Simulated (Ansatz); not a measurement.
One 32-atom cell of fcc Cu (4×4×4 k mesh) in Ansatz (an electronic-structure program) on different hardware, wall time of one geometry. Timed on an otherwise idle machine. Each time is one whole self-consistent calculation from the program's own starting density, with atoms slightly displaced so that no symmetry helps. Each time rests on 1 to 2 runs. Runs that were refused, crashed, met a hardware fault or gave a value with a known fault, GW or RPA on cards, and runs at one k point on several cards are not listed.

| level | 72 threads on Grace (Neoverse V2), one socket | 8 threads on AMD EPYC 9R45 |
|---|---|---|
| PBE | 11.7 s | 30.8 s |
| r²SCAN | 26.3 s | 65.2 s |

Cutoffs: PBE 420 eV, r²SCAN 500 eV.

SCF iterations: PBE 7/7, r²SCAN 12/12. Levels and machines are shown where every run ended and took over 10 s.

Small jobs can leave large machines partly idle; times within a tenth of each other aren't ordered.
